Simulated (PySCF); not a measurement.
## C₄H₆N₂: calculation and literature

Cartesian coordinates in Å; atom numbers follow the order of the lines, from 1:
```xyz
12

C    -1.6101   -0.0906    0.8934
N    -0.3495   -0.1062    0.1998
C     0.4534    0.9422   -0.0712
C     1.5223    0.4503   -0.7839
C     1.2612   -0.9244   -0.8925
N     0.1251   -1.2510   -0.2945
H    -1.5064    0.3943    1.8655
H    -2.3724    0.4312    0.3104
H    -1.9145   -1.1244    1.0366
H     0.2111    1.9397    0.2601
H     2.3644    1.0043   -1.1644
H     1.8511   -1.6893   -1.3744
```

What is known from experiment: δ ¹⁵N N6 -70.0; N2 -178.5 ppm (measured; solution, acetone; Solvent effects on the nitrogen NMR chemical shifts in 1-methylazoles - a theoretical study, New J. Chem. 2015 (author manuscript)).
δ ¹⁵N N6 -88.0; N2 -178.2 ppm (measured; solution, H2O; Solvent effects on the nitrogen NMR chemical shifts in 1-methylazoles - a theoretical study, New J. Chem. 2015 (author manuscript)).
δ ¹⁵N N6 -71.7; N2 -178.8 ppm (measured; solution, CH2Cl2; Solvent effects on the nitrogen NMR chemical shifts in 1-methylazoles - a theoretical study, New J. Chem. 2015 (author manuscript)).
δ ¹⁵N N6 -70.2; N2 -177.0 ppm (measured; solution, DMSO; Solvent effects on the nitrogen NMR chemical shifts in 1-methylazoles - a theoretical study, New J. Chem. 2015 (author manuscript)).

PySCF 2.14 calculation with geometry from PBE0-D3(BJ)/def2-TZVP and shieldings: GIAO B97-2/pcSseg-2; isolated molecule, one averaged value for each set of equivalent atoms, single conformer, no relativistic terms.

How close does the calculation come?

Results:


Reference values: measured (solution, acetone; Solvent effects on the nitrogen NMR chemical shifts in 1-methylazoles - a theoretical study, New J. Chem. 2015 (author manuscript)).
```
atoms                     quantity  reference  computed  computed, scaled
   N6  δ ¹⁵N vs neat liquid CH3NO2      -70.0         –             -71.7
   N2  δ ¹⁵N vs neat liquid CH3NO2     -178.5         –            -182.7
```

Reference values: measured (solution, H2O; Solvent effects on the nitrogen NMR chemical shifts in 1-methylazoles - a theoretical study, New J. Chem. 2015 (author manuscript)).
```tsv
atoms	quantity	reference	computed	computed, scaled
N6	δ ¹⁵N vs neat liquid CH3NO2	-88.0	–	-71.7
N2	δ ¹⁵N vs neat liquid CH3NO2	-178.2	–	-182.7
```

Reference values: measured (solution, CH2Cl2; Solvent effects on the nitrogen NMR chemical shifts in 1-methylazoles - a theoretical study, New J. Chem. 2015 (author manuscript)).
```tsv
atoms	quantity	reference	computed	computed, scaled
N6	δ ¹⁵N vs neat liquid CH3NO2	-71.7	–	-71.7
N2	δ ¹⁵N vs neat liquid CH3NO2	-178.8	–	-182.7
```

Reference values: measured (solution, DMSO; Solvent effects on the nitrogen NMR chemical shifts in 1-methylazoles - a theoretical study, New J. Chem. 2015 (author manuscript)).
```csv
atoms,quantity,reference,computed,"computed, scaled"
N6,δ ¹⁵N vs neat liquid CH3NO2,-70.2,–,-71.7
N2,δ ¹⁵N vs neat liquid CH3NO2,-177.0,–,-182.7
```

Computed shifts are σ(ref) − σ with the named reference compound (TMS for H and C) calculated as an isolated molecule at the same level. The measured values may be among those fitted. Shieldings were converted by a linear fit to measured shifts: ¹⁵N (scatter 6.8 ppm rms vs CH3NO2, solution or neat liquid). A few per cent of atoms miss by over 2 rms, more outside the fitted compound classes.

8 of the 24 published NMR values on file for this molecule are compared. The rest: values from further sources.
